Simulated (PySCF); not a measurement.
# C5H8O: excited states, first hyperpolarisability

What do calculations give for the excited states, first hyperpolarisability of C5H8O (`CC1=CCCO1`)?

Computed with PySCF 2.14.0 and routines of our own; the level stands in each step. Atoms count from 0.

## (1) The starting structure

14 atoms, charge 0, multiplicity 1; geometry from: GFN2-xTB.

## (2) Relaxing the molecule at PBE0-D3(BJ)/def2-SVP

The job: settings as JSON, then the geometry in Å.

```
{"job": {"xc": "PBE0", "basis": "def2-SVP", "d3": "d3bj", "grid": 2, "kind": "geom"}, "charge": 0, "multiplicity": 1}
C      2.182065    -0.084240     0.109084
C      0.698552    -0.018679     0.026363
C     -0.089877     0.719683    -0.746591
C     -1.529761     0.409738    -0.444926
C     -1.380902    -0.652362     0.661754
O      0.014870    -0.850159     0.875807
H      2.625683     0.672206    -0.530868
H      2.502286     0.072625     1.137429
H      2.528693    -1.068650    -0.201812
H      0.218688     1.435759    -1.480895
H     -2.053889     0.019140    -1.320166
H     -2.071726     1.291742    -0.096400
H     -1.819539    -1.614579     0.379543
H     -1.825820    -0.332695     1.609512
```

Launch:

```bash
> OMP_NUM_THREADS=1 python excited_run.py task.json out
```

The driver reads the jobs from task.json and runs them one after another.

What it wrote:

```text
step   0  E = -270.04253949  max force = 0.013447
step   1  E = -270.04378452  max force = 0.001872
step   2  E = -270.04380742  max force = 0.000417
step   3  E = -270.04381034  max force = 0.000469
step   4  E = -270.04381322  max force = 0.000179
optimisation converged
```

Run time: 29 s. Hardware: 1 thread of Intel Xeon Platinum 8488C, shared host; peak memory 0.69 GiB.

The steps of the relaxation:

```
step  energy from step 0 (eV)  largest force component (eV/Å)
   0                   0.0000                          0.6915
   1                  -0.0339                          0.0963
   2                  -0.0345                          0.0214
   3                  -0.0346                          0.0241
   4                  -0.0347                          0.0092
```

Distances of close pairs at the start and the end, largest changes first:

```
  bond  before (Å)  after (Å)  change (Å)
 C2–H9       1.071      1.088      +0.017
 C0–H7       1.088      1.101      +0.013
 C0–H8       1.089      1.102      +0.013
 C1–O5       1.371      1.359      -0.012
C3–H10       1.092      1.104      +0.012
 C1–C2       1.328      1.340      +0.011
 C0–H6       1.086      1.097      +0.011
C3–H11       1.092      1.104      +0.011
```

The end geometry stands in the next job.

```csv
at the end point,value
"rotational constants (GHz, main isotopes)","7.583, 3.291, 2.398"
dipole moment (D),0.68
```

## (3) Excited states: TDA CAM-B3LYP/def2-TZVPD

The job: settings as JSON, then the geometry in Å.

```
{"job": {"kind": "states", "xc": "CAM-B3LYP", "basis": "def2-TZVPD", "tda": true, "soc": true, "nstates": 6, "ntriplets": 5, "nquad": 4}, "charge": 0, "multiplicity": 1}
C      2.132521    -0.074977     0.037323
C      0.654452    -0.013274    -0.058508
C     -0.147902     0.745966    -0.816386
C     -1.579035     0.391766    -0.524999
C     -1.409111    -0.690001     0.562039
O     -0.005166    -0.876857     0.757308
H      2.599112     0.663057    -0.626569
H      2.456599     0.115069     1.072604
H      2.491762    -1.080343    -0.233921
H      0.184634     1.493664    -1.533730
H     -2.108131     0.006260    -1.413866
H     -2.165922     1.252615    -0.161219
H     -1.846306    -1.658509     0.272736
H     -1.851978    -0.393516     1.526289
```

With the program's defaults for keys left out, this is: TDA CAM-B3LYP/def2-TZVPD excited states, vertical, gas phase, spin-orbit mean-field couplings.

What it wrote:

```text
coarse grid: 11480 points
cycle   1  E = -270.4521646768  dE =  9.832e-01  |g| = 5.798e-01  |ddm| = 3.999e+00
cycle   2  E = -270.4346409270  dE =  1.752e-02  |g| = 7.028e-01  |ddm| = 1.411e+00
cycle   3  E = -270.5157118831  dE = -8.107e-02  |g| = 8.457e-02  |ddm| = 5.458e-01
cycle   4  E = -270.5167440190  dE = -1.032e-03  |g| = 4.102e-02  |ddm| = 1.289e-01
cycle   5  E = -270.5171114182  dE = -3.674e-04  |g| = 1.038e-02  |ddm| = 6.021e-02
cycle   6  E = -270.5171348628  dE = -2.344e-05  |g| = 3.087e-03  |ddm| = 2.015e-02
cycle   7  E = -270.5171371868  dE = -2.324e-06  |g| = 4.315e-04  |ddm| = 6.721e-03
final grid: 110224 points
cycle   8  E = -270.5121647433  dE = -4.518e-05  |g| = 4.249e-03  |ddm| = 2.308e-01
cycle   9  E = -270.5121649454  dE = -2.021e-07  |g| = 4.320e-03  |ddm| = 1.956e-02
cycle  10  E = -270.5121685693  dE = -3.624e-06  |g| = 7.395e-04  |ddm| = 5.946e-03
cycle  11  E = -270.5121686496  dE = -8.034e-08  |g| = 2.651e-04  |ddm| = 1.450e-03
cycle  12  E = -270.5121686643  dE = -1.471e-08  |g| = 5.529e-05  |ddm| = 6.959e-04
cycle  13  E = -270.5121686650  dE = -6.710e-10  |g| = 1.932e-05  |ddm| = 1.279e-04
converged SCF energy = -270.5121686650

Singlet excitations
state   eV       nm        f     d(h-e)  d(exc)  Lambda  PR(NTO)  |dmu|/D   mu/D   main configurations
  1   5.2836   234.7   0.00651   0.133   3.657   0.311   1.012    0.630    0.305   H->L 0.92
  2   6.0201   206.0   0.00035   0.315   4.166   0.241   1.018    1.191    0.728   H->L+1 0.94
  3   6.1989   200.0   0.00008   0.722   4.136   0.242   1.020    2.949    2.306   H->L+2 0.92
  4   6.4785   191.4   0.23360   0.477   3.123   0.692   1.070    2.260    2.021   H->L+3 0.87
  5   6.5177   190.2   0.05710   0.549   3.668   0.354   1.028                     H->L+4 0.90
  6   6.8602   180.7   0.00043   0.414   3.935   0.269   1.024                     H->L+6 0.68, H->L+7 0.15

Triplet excitations (Tamm-Dancoff)
state   eV     d(h-e)  d(exc)  Lambda  PR(NTO)   main configurations
  1   4.0495   0.255   2.272   0.681   1.007   H->L+3 0.81
  2   5.1929   0.150   3.584   0.311   1.017   H->L 0.90
  3   5.9579   0.494   4.097   0.242   1.027   H->L+1 0.92
  4   6.1549   0.698   4.084   0.243   1.027   H->L+2 0.90
  5   6.4306   1.143   3.763   0.346   1.021   H->L+4 0.92
S1 - T1 = 1.2340 eV

Spin-orbit couplings |<S|Hso|T>| (cm-1)
             T1       T2       T3       T4       T5
S0        0.087    1.522    5.167    2.200    0.116
S1        1.706    0.049    1.472    0.033    1.853
S2        3.007    1.472    0.077    4.889    2.670
S3        3.228    0.118    5.062    0.412    2.049
S4        0.165    1.569    2.345    2.495    0.247
S5        0.313    1.650    2.435    1.292    0.121
S6        4.139    0.742    1.280    5.372    1.708
T1 sublevels (cm-1): 0.000 0.001 0.001   radiative rates (1/s): 0.0199 7.4e-05 0.103
```

Wall time 54 s (1 thread of Intel Xeon Platinum 8488C, shared host); peak memory 1.1 GiB.

Key values:

| quantity | value |
| --- | --- |
| S1 less T1 | 1.23 eV |

## (4) Excited states: TDDFT CAM-B3LYP/def2-TZVPD

Settings changed since step 3:

```diff
@@ -1,2 +1,2 @@
-{"job": {"kind": "states", "xc": "CAM-B3LYP", "basis": "def2-TZVPD", "tda": true, "soc": true, "nstates": 6, "ntriplets": 5, "nquad": 4}, "charge": 0, "multiplicity": 1}
+{"job": {"kind": "states", "xc": "CAM-B3LYP", "basis": "def2-TZVPD", "tpa": true, "nstates": 8, "nquad": 6, "ntriplets": 0}, "charge": 0, "multiplicity": 1}
 C      2.132521    -0.074977     0.037323
```

Level: TDDFT CAM-B3LYP/def2-TZVPD excited states, vertical, gas phase, two-photon moments by quadratic response.

What it wrote:

```text
coarse grid: 11480 points
cycle   1  E = -270.4521646768  dE =  9.832e-01  |g| = 5.798e-01  |ddm| = 3.999e+00
cycle   2  E = -270.4346409270  dE =  1.752e-02  |g| = 7.028e-01  |ddm| = 1.411e+00
cycle   3  E = -270.5157118831  dE = -8.107e-02  |g| = 8.457e-02  |ddm| = 5.458e-01
cycle   4  E = -270.5167440190  dE = -1.032e-03  |g| = 4.102e-02  |ddm| = 1.289e-01
cycle   5  E = -270.5171114182  dE = -3.674e-04  |g| = 1.038e-02  |ddm| = 6.021e-02
cycle   6  E = -270.5171348628  dE = -2.344e-05  |g| = 3.087e-03  |ddm| = 2.015e-02
cycle   7  E = -270.5171371868  dE = -2.324e-06  |g| = 4.315e-04  |ddm| = 6.721e-03
final grid: 110224 points
cycle   8  E = -270.5121647433  dE = -4.518e-05  |g| = 4.249e-03  |ddm| = 2.308e-01
cycle   9  E = -270.5121649454  dE = -2.021e-07  |g| = 4.320e-03  |ddm| = 1.956e-02
cycle  10  E = -270.5121685693  dE = -3.624e-06  |g| = 7.395e-04  |ddm| = 5.946e-03
cycle  11  E = -270.5121686496  dE = -8.034e-08  |g| = 2.651e-04  |ddm| = 1.450e-03
cycle  12  E = -270.5121686643  dE = -1.471e-08  |g| = 5.529e-05  |ddm| = 6.959e-04
cycle  13  E = -270.5121686650  dE = -6.710e-10  |g| = 1.932e-05  |ddm| = 1.279e-04
converged SCF energy = -270.5121686650

Singlet excitations
state   eV       nm        f     d(h-e)  d(exc)  Lambda  PR(NTO)  |dmu|/D   mu/D   delta(TPA)   sigma/GM   main configurations
  1   5.2790   234.9   0.00553   0.133   3.660   0.311   1.013    0.639    0.319       10.19      0.104   H->L 0.92
  2   6.0166   206.1   0.00031   0.328   4.168   0.241   1.018    1.240    0.783       34.45      0.457   H->L+1 0.94
  3   6.1968   200.1   0.00066   0.719   4.135   0.243   1.020    2.938    2.295       21.77      0.306   H->L+2 0.92
  4   6.2070   199.7   0.22159   0.355   2.822   0.705   1.127    1.028    1.219       12.54      0.177   H->L+3 0.94
  5   6.5044   190.6   0.00160   1.132   3.835   0.336   1.011    4.458    4.645       78.27      1.213   H->L+4 0.96
  6   6.8538   180.9   0.00027   0.416   3.936   0.269   1.025    1.635    1.887        0.22      0.004   H->L+6 0.68, H->L+7 0.16
  7   6.9176   179.2   0.00993   0.833   4.359   0.274   1.022                                            H->L+5 0.81
  8   7.2057   172.1   0.02507   0.796   4.135   0.273   1.024                                            H->L+7 0.78, H->L+6 0.15
```

Run time: 64 s. Hardware: 1 thread of Intel Xeon Platinum 8488C, shared host; peak memory 1.1 GiB.

## (5) First hyperpolarisability: quadratic response CAM-B3LYP/def2-TZVPD

Settings changed since step 4:

```diff
@@ -1,2 +1,2 @@
-{"job": {"kind": "states", "xc": "CAM-B3LYP", "basis": "def2-TZVPD", "tpa": true, "nstates": 8, "nquad": 6, "ntriplets": 0}, "charge": 0, "multiplicity": 1}
+{"job": {"kind": "beta", "xc": "CAM-B3LYP", "basis": "def2-TZVPD"}, "charge": 0, "multiplicity": 1}
 C      2.132521    -0.074977     0.037323
```

With the program's defaults for keys left out, this is: quadratic response CAM-B3LYP/def2-TZVPD first hyperpolarisability, Taylor convention, gas phase.

What it wrote:

```text
coarse grid: 11480 points
cycle   1  E = -270.4521646768  dE =  9.832e-01  |g| = 5.798e-01  |ddm| = 3.999e+00
cycle   2  E = -270.4346409270  dE =  1.752e-02  |g| = 7.028e-01  |ddm| = 1.411e+00
cycle   3  E = -270.5157118831  dE = -8.107e-02  |g| = 8.457e-02  |ddm| = 5.458e-01
cycle   4  E = -270.5167440190  dE = -1.032e-03  |g| = 4.102e-02  |ddm| = 1.289e-01
cycle   5  E = -270.5171114182  dE = -3.674e-04  |g| = 1.038e-02  |ddm| = 6.021e-02
cycle   6  E = -270.5171348628  dE = -2.344e-05  |g| = 3.087e-03  |ddm| = 2.015e-02
cycle   7  E = -270.5171371868  dE = -2.324e-06  |g| = 4.315e-04  |ddm| = 6.721e-03
final grid: 110224 points
cycle   8  E = -270.5121647433  dE = -4.518e-05  |g| = 4.249e-03  |ddm| = 2.308e-01
cycle   9  E = -270.5121649454  dE = -2.021e-07  |g| = 4.320e-03  |ddm| = 1.956e-02
cycle  10  E = -270.5121685693  dE = -3.624e-06  |g| = 7.395e-04  |ddm| = 5.946e-03
cycle  11  E = -270.5121686496  dE = -8.034e-08  |g| = 2.651e-04  |ddm| = 1.450e-03
cycle  12  E = -270.5121686643  dE = -1.471e-08  |g| = 5.529e-05  |ddm| = 6.959e-04
cycle  13  E = -270.5121686650  dE = -6.710e-10  |g| = 1.932e-05  |ddm| = 1.279e-04
converged SCF energy = -270.5121686650

Lowest singlets (eV, f): 5.2790 0.0055  6.0166 0.0003  6.1968 0.0006

First hyperpolarisability (au)
process     nm      |vector|   parallel      HRS      DR
static         -       70.30     -36.08      35.66    3.09
shg       1907.0       73.07     -37.08      37.19   3.074
eope      1907.0       71.20     -36.41          -       -
shg       1064.0       80.20     -39.59      41.13    3.04
eope      1064.0       73.27     -37.16          -       -
```

Wall time 50 s (1 thread of Intel Xeon Platinum 8488C, shared host); peak memory 1.1 GiB.

## (6) Summary of results

| quantity | value |
| --- | --- |
| rotational constants (main isotopes) | 7.58, 3.29, 2.40 GHz |
| S1 less T1 (step 3, TDA CAM-B3LYP/def2-TZVPD) | 1.23 eV |
| β vector (step 5, quadratic response CAM-B3LYP/def2-TZVPD) | static 70, SHG 1907.0 nm 73, SHG 1064.0 nm 80 au |

**Reading.** Relaxing lowered the energy by 0.035 eV in 4 steps; the close pair that moved most is C2–H9, from 1.071 to 1.088 Å. In step 3, the number of triplets below S1 is 2, and the largest singlet-triplet spin-orbit coupling is S6–T4, 5.37 cm⁻¹. β grows from 70 au (static) to 80 au for doubling at 1064.0 nm: normal dispersion, which grows as twice the photon energy moves toward the bright states.
